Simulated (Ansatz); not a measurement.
# NH₃O (triplet): wave-function methods side by side at distance O1–H3 along a hydrogen transfer = 1.282 Å, cc-pVDZ

Aim: climb from Hartree-Fock through coupled cluster and multireference methods for NH₃O (triplet) at one geometry and basis, and see what each rung misses.

The runs use Ansatz 0.2.0, Gaussian basis; cc-pVDZ, core rule «outside noble gas», up to 2 orbitals frozen.

To be run: UHF; CCSD(T) on ROHF; CCSD(T) on UHF; BCCD(T) on ROHF; CISD; CCSDT(Q) on ROHF; CCSDT(Q) on UHF; CASSCF and MRCISD+Q, 4 electrons in 4 orbitals; CASSCF and NEVPT2, 4 electrons in 4 orbitals; CASSCF and NEVPT2, 14 electrons in 11 orbitals.

10 further runs of the same task are left out: 9 that didn't finish, 1 set aside as unsound or not needed.

## Step 1: What is computed

The geometry derives from fragments relaxed apart (PBE0/def2-TZVP) and kept rigid, so it is no stationary point. A hydrogen atom is moved between rigid fragments.

5 atoms, charge 0, spin multiplicity 3.

Atoms are counted from 1 here; the program's logs count them from 0.

Bond lengths: O1–H2 0.960 Å, H3–N4 1.281 Å, N4–H5 1.040 Å. Angles: H3–N4–H5 105.0°.

## Step 2: UHF

Input file in.yaml:

```yaml
crystal:
  periodic: [false, false, false]
  atoms:
    - {symbol: O, position_ang: [-1.204806, 0.002370, 0.000000]}
    - {symbol: H, position_ang: [-1.454115, 0.928945, 0.000000]}
    - {symbol: H, position_ang: [0.077194, 0.002370, 0.000000]}
    - {symbol: N, position_ang: [1.358194, 0.002370, 0.000000]}
    - {symbol: H, position_ang: [1.627276, -1.001857, 0.000000]}
basis:
  gaussian: {orbitals: cc-pVDZ}
magnetization: {spin_polarized: true, initial_magnetization: 2}
hamiltonian: {xc: hf}
output: {orbitals: {seedname: orbitals}}
```

Started as:

```bash
$ ansatz run in.yaml --threads 1 --pin off --events-out ev --progress --plain --max-ram 2393MiB
```

After this run come: CCSD(T) on ROHF; CCSD(T) on UHF; BCCD(T) on ROHF; CISD; CCSDT(Q) on ROHF; CCSDT(Q) on UHF; CASSCF and MRCISD+Q, 4 electrons in 4 orbitals; CASSCF and NEVPT2, 4 electrons in 4 orbitals; CASSCF and NEVPT2, 14 electrons in 11 orbitals.

Before running them: what should the planned runs give, taken together? Wanted: UCCSDT(Q) below the RHF energy; RMP2 from UCCSDT(Q); UMP2 from UCCSDT(Q); RCCSD from UCCSDT(Q); RCCSD(T) from UCCSDT(Q); UCCSD(T) from UCCSDT(Q); RCCSDT(Q) from UCCSDT(Q); NEVPT2 pair from UCCSDT(Q); MRCISD+Q pair from UCCSDT(Q).

As calculated:

| quantity | value |
| --- | --- |
| UCCSDT(Q) below the RHF energy | -10.4267 eV |
| RMP2 from UCCSDT(Q) | +1120.6 meV |
| UMP2 from UCCSDT(Q) | +1190.5 meV |
| RCCSD from UCCSDT(Q) | +280.9 meV |
| RCCSD(T) from UCCSDT(Q) | +56.0 meV |
| UCCSD(T) from UCCSDT(Q) | +52.0 meV |
| RCCSDT(Q) from UCCSDT(Q) | +1.2 meV |
| NEVPT2 pair from UCCSDT(Q) | +974.2 meV |
| MRCISD+Q pair from UCCSDT(Q) | +150.7 meV |
| NEVPT2 valence from UCCSDT(Q) | +1179.9 meV |
| levels within 1 kcal/mol (43 meV) | RCCSDT, UCCSDT, RCCSDT(Q) |
| T1 diagnostic | 0.051 |
| effectively unpaired electrons | 2.03 |

In words: RCCSD(T) lands +56.0 meV from the yardstick (0.5 % of the correlation energy). The occupations are near whole numbers, but T1 = 0.051 shows that the orbitals relax strongly. Of the multireference levels listed MRCISD+Q pair comes nearest in total energy (+150.7 meV), which doesn't show that its space is the better one. These misses are within one basis, not against nature; the frozen cores of restricted and unrestricted runs differ, which can shift their rows.
